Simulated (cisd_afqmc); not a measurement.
Input (AFQMC/CISD/aug-cc-pVDZ; cisd_afqmc is a phaseless AFQMC code with CISD trial states that reads the integrals written by Ansatz):

Ansatz 0.2 input:
```python
import cisd_afqmc

open("ham.yaml", "w").write("""\
crystal:
  periodic: [false, false, false]
  atoms:
    - {symbol: C, position_ang: [0.00000000, -0.00000000, -0.00000000]}
    - {symbol: H, position_ang: [-0.00000000, 1.08744517, -0.00000000]}
    - {symbol: H, position_ang: [-0.51262657, -0.36248172, 0.88789526]}
    - {symbol: H, position_ang: [-0.51262657, -0.36248172, -0.88789526]}
    - {symbol: H, position_ang: [1.02525314, -0.36248172, -0.00000000]}
basis:
  gaussian:
    orbitals: aug-cc-pVDZ
magnetization: {spin_polarized: false}
correlation: {method: ccsd, electrons: outside_noble_gas, hamiltonian_folder: ham}
""")
rep = cisd_afqmc.ansatz("ham.yaml")
e_ccsd = rep["correlation"]["coupled_cluster"]["energy"]["hartree"]
out = cisd_afqmc.run("ham", e_ccsd, trial="CISD", walkers=100, populations=8, threads=8, dt=0.005, steps=40, early=24, settle=10, least=32,
    cut=5e-5, rank_cut=2e-4, target=0.0004, seconds=1500, seed=1, memory=12960, gpu=False)
```

Output:

```
orbitals 58, occupied [4], factors 324 of 572, rank of the doubles 81 of 216
E(HF) = -40.199623
E(CCSD) on the cut factors = -40.390731, shift to the whole factors -0.000021
Energy of the trial state on the determinant = -40.390725
  tau behind 7.2 of longer steps, mean of the populations' last blocks
   2.0  -40.39581
   4.0  -40.39601
   6.0  -40.39568
   8.0  -40.39571
blocks 266 (0 outliers left out), error by blocks joined: 1: 0.00012, 2: 0.00015, 4: 0.00016, 8: 0.00016, 16: 0.00016
E(AFQMC/CISD) = -40.39587 +/- 0.00016
```
